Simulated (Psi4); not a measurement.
# HF/3-21G run of BCl (SMILES [B]Cl)

Aim: the vertical electron affinity of BCl at HF/3-21G, from 2 runs. 

Program for the calculation: Psi4 1.11.

### Step 1. The system as given

The species is BCl (2 atoms), meant as a singlet with charge 0. SMILES: `[B]Cl`. Geometry: relaxed at PBE0-D4/def2-TZVP.

Bond lengths: B1–Cl2 1.718 Å.

### Step 2. Energy and gradient at HF/3-21G

bcl.xyz reads:

```xyz
2
BCl
B      0.000000     0.000000    -0.069660
Cl     0.000000     0.000000     1.648190
```

run_ase.py reads:

```python
import numpy as np
from ase.calculators.psi4 import Psi4
from ase.io import read

mol = read('bcl.xyz')
calc = Psi4(atoms=mol, method='scf', basis='3-21G', memory='1600MB', num_threads=1, charge=0, multiplicity=1, label='bcl')
calc.psi4.set_options({'puream': True, 'e_convergence': 1e-09, 'd_convergence': 1e-08, 'scf_type': 'pk'})
mol.calc = calc

forces = mol.get_forces()
print(f'energy: {mol.get_potential_energy():.6f} eV')
print('forces / eV A^-1')
print(np.round(forces, 5))
```

Run with:

```console
$ python run_ase.py
```

bcl.dat, cut to the lines that bear on the results:

```text
[...]
  Running in c1 symmetry.
[...]
  Nuclear repulsion =   26.183929276100940
[...]
  Multiplicity = 1
[...]
  Nalpha       = 11
  Nbeta        = 11
[...]
    Number of basis functions: 22
[...]
   @RHF iter   1:  -481.76237418265009   -4.25090e-01   5.20454e-03 ADIIS/DIIS
[...]
   @RHF iter  10:  -481.77298082307436    0.00000e+00   7.51054e-10 DIIS
[...]
    Orbital Energies [Eh]
    ---------------------
    Doubly Occupied:
       1A   -104.144538     2A    -10.544556     3A     -8.007260
       4A     -8.003416     5A     -8.003416     6A     -7.696209
       7A     -1.176711     8A     -0.664321     9A     -0.525998
      10A     -0.525998    11A     -0.387791
[...]
  @RHF Final Energy:  -481.77298082307436
   => Energetics <=
    Nuclear Repulsion Energy =             26.1839292761009403
    One-Electron Energy =                -716.5533957339118842
    Two-Electron Energy =                 208.5964856347366378
    Total Energy =                       -481.7729808230743629
[...]
 Multipole Moments:
 ------------------------------------------------------------------------------------
     Multipole            Electronic (a.u.)      Nuclear  (a.u.)        Total (a.u.)
 ------------------------------------------------------------------------------------
 L = 1.  Multiply by 2.5417464519 to convert [e a0] to [Debye]
 Dipole X            :         -0.0000000            0.0000000           -0.0000000
 Dipole Y            :          0.0000000            0.0000000            0.0000000
 Dipole Z            :         -0.7616758            0.8694190            0.1077432
 Magnitude           :                                                    0.1077432
[...]
  -Total Gradient:
     Atom            X                  Y                   Z
    ------   -----------------  -----------------  -----------------
       1        0.000000000000     0.000000000000     0.030596814231
       2       -0.000000000000    -0.000000000000    -0.030596814232
[...]
```

On the terminal:

```text
energy: -13109.710557 eV
forces / eV A^-1
[[-0.      -0.      -1.57335]
 [ 0.       0.       1.57335]]
```

It took 2.3 s on 1 thread of Intel Xeon Platinum 8259CL at 2.50GHz (Skylake/Cascade Lake), shared host; peak memory 0.19 GiB.

### Step 3. The doublet anion: the energy at UHF/3-21G

bcl.in reads:

```
memory 1.6 GB

molecule {
  -1 2
  B      0.000000     0.000000    -0.069660
  Cl     0.000000     0.000000     1.648190
  units angstrom
  symmetry c1
}

set globals {
  basis 3-21G
  reference uhf
  puream true
  e_convergence 1e-09
  d_convergence 1e-08
  scf_type pk
  maxiter 100
}

result, w = energy("scf", return_wfn=True)
```

Run with:

```console
$ psi4 -n 1 bcl.in bcl.out
```

bcl.out, cut to the lines that bear on the results:

```text
[...]
  Running in c1 symmetry.
[...]
  Nuclear repulsion =   26.183929276100940
[...]
  Multiplicity = 2
[...]
  Nalpha       = 12
  Nbeta        = 11
[...]
    Number of basis functions: 22
[...]
   @UHF iter   1:  -481.70990620999379   -3.72622e-01   6.60609e-03 DIIS/ADIIS
[...]
   @UHF iter  12:  -481.73070781284173   -3.41061e-13   3.00939e-09 DIIS
[...]
   @S^2 Observed:                7.583805897E-01
[...]
    Orbital Energies [Eh]
    ---------------------
    Alpha Occupied:
       1A   -103.862003     2A    -10.261752     3A     -7.724775
       4A     -7.722592     5A     -7.721343     6A     -7.311953
       7A     -0.895302     8A     -0.399848     9A     -0.282023
      10A     -0.262270    11A     -0.106066    12A      0.016546
    Alpha Virtual:
      13A      0.350243    14A      0.516390    15A      0.884155
      16A      0.899840    17A      0.936474    18A      0.966523
      19A      1.040502    20A      1.045463    21A      1.086174
      22A      1.240857
[...]
  @UHF Final Energy:  -481.73070781284173
   => Energetics <=
    Nuclear Repulsion Energy =             26.1839292761009403
    One-Electron Energy =                -722.8940265716819340
    Two-Electron Energy =                 214.9793894827392648
    Total Energy =                       -481.7307078128417288
  UHF NO Occupations:
  HONO-2 :   10  A 1.9997878
  HONO-1 :   11  A 1.9961758
[...]
 Multipole Moments:
 ------------------------------------------------------------------------------------
     Multipole            Electronic (a.u.)      Nuclear  (a.u.)        Total (a.u.)
 ------------------------------------------------------------------------------------
 L = 1.  Multiply by 2.5417464519 to convert [e a0] to [Debye]
 Dipole X            :          0.0000000            0.0000000            0.0000000
 Dipole Y            :          0.0000000            0.0000000            0.0000000
 Dipole Z            :          1.0496733            0.8694190            1.9190923
 Magnitude           :                                                    1.9190923
[...]
```

It took 2.2 s on 1 thread of Intel Xeon Platinum 8259CL at 2.50GHz (Skylake/Cascade Lake), shared host; peak memory 0.18 GiB.

### Step 4. Outcome

At HF/3-21G:

| quantity | value |
| --- | --- |
| singlet BCl: total energy | -481.77298 Eh |
| singlet BCl: dipole moment | 0.27 D |
| singlet BCl: HOMO energy | -10.55 eV |
| singlet BCl: LUMO energy | 1.85 eV |
| singlet BCl: HOMO–LUMO gap | 12.40 eV |
| singlet BCl: largest force on an atom | 1.573 eV/Å |
| doublet anion: total energy | -481.73071 Eh |
| doublet anion: HOMO energy (highest over α and β) | 0.45 eV |
| doublet anion: LUMO energy (lowest over α and β) | 9.53 eV |
| doublet anion: ⟨S²⟩ | 0.758 |
| vertical electron affinity (to the doublet anion) | -1.150 eV |

The anion lies 1.15 eV (111 kJ/mol) above the neutral: the electron isn't bound at this level, and such a value depends on the basis. Without diffuse functions anions come out too high. Hartree–Fock misses the correlation that binds many anions. The largest force (singlet BCl) is 1.57 eV/Å: the shape isn't a stationary point for this species at this level. The HOMO (doublet anion) lies at positive energy, 0.45 eV: the electron is unbound at this level or held by a compact basis; values depend on the basis.
